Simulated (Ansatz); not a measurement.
FLi, SMILES `[Li][F]`. Total charge 0; spin multiplicity 1. Correlated methods include outer-core shells of Li, which these sets cover unevenly.

| atom | x (Å) | y (Å) | z (Å) |
| --- | --- | --- | --- |
| Li1 | -0.586 | 0.498 | 0.129 |
| F2 | 0.586 | -0.498 | -0.129 |

(1) Give the diagnostics of a CCSD(T)/def2-TZVPP run (frozen core, Ansatz 0.2.0). (An estimate is asked.)

## Answers

(1) Computed: T1 = 0.0133, largest single amplitude 0.023, largest double 0.033, (T) share of the correlation energy 2.2 %, 12 CCSD cycles. The RHF solution is stable towards an unrestricted one. T1 lies under the customary mark of 0.02 for closed shells.
